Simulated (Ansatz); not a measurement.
# AlH (singlet): from Hartree-Fock to the top rungs at distance Al1–H2 = 1.819 Å, cc-pVQZ

Aim: climb from Hartree-Fock through coupled cluster and multireference methods for AlH (singlet) at one geometry and basis, and see what each rung misses.

Program: Ansatz 0.2.0, Gaussian basis. Level of theory: cc-pVQZ, core rule «outside noble gas», up to 5 orbitals frozen. These are calculated values, not measurements.

Plan: UHF; CCSD(T) on RHF; CCSD(T) on UHF; BCCD(T) on RHF; CCSDT(Q) on RHF; CCSDT(Q) on UHF; CASSCF and NEVPT2, 4 electrons in 5 orbitals; Full CI.

17 further runs of the same task are left out: 10 that didn't finish, 7 set aside as unsound or not needed.

## 1. The system

The geometry derives from a PBE0/def2-TZVP stationary point (not a proven minimum). One bond is set to the value named and the two fragments are kept rigid.

2 atoms, charge 0, spin multiplicity 1.

Atoms are counted from 1 here; the program's logs count them from 0.

Bond lengths: Al1–H2 1.819 Å.

## 2. UHF

Contents of in.yaml:

```yaml
crystal:
  periodic: [false, false, false]
  atoms:
    - {symbol: Al, position_ang: [0.000000, 0.000000, 0.000000]}
    - {symbol: H, position_ang: [0.000000, 0.000000, 1.819000]}
basis:
  gaussian: {orbitals: cc-pVQZ}
magnetization: {spin_polarized: true, initial_magnetization: 0}
hamiltonian: {xc: hf}
output: {orbitals: {seedname: orbitals}}
```

Command:

```sh
$ ansatz run in.yaml --threads 1 --pin off --events-out ev --progress --plain --max-ram 2393MiB
```

Further steps of the session: CCSD(T) on RHF; CCSD(T) on UHF; BCCD(T) on RHF; CCSDT(Q) on RHF; CCSDT(Q) on UHF; CASSCF and NEVPT2, 4 electrons in 5 orbitals; Full CI.

Before running them: what should the planned runs give, taken together? Wanted: FCI below the RHF energy; RMP2 from FCI; RCCSD from FCI; RCCSD(T) from FCI; RCCSDT(Q) from FCI; NEVPT2 valence from FCI; T1 diagnostic; effectively unpaired electrons.

As calculated:

| quantity | value |
| --- | --- |
| FCI below the RHF energy | -2.3731 eV |
| RMP2 from FCI | +56.2 kJ/mol |
| RCCSD from FCI | +5.7 kJ/mol |
| RCCSD(T) from FCI | +1.2 kJ/mol |
| RCCSDT(Q) from FCI | 0.0 kJ/mol |
| NEVPT2 valence from FCI | +35.7 kJ/mol |
| levels within 1 kcal/mol (43 meV) | RCCSD(T), BCCD(T), RCCSDT, RCCSDT(Q) |
| T1 diagnostic | 0.015 |
| effectively unpaired electrons | 0.10 |

In words: RCCSD(T) lands +1.2 kJ/mol from the yardstick (0.5 % of the correlation energy). One determinant dominates. These misses are within one basis, not against nature.
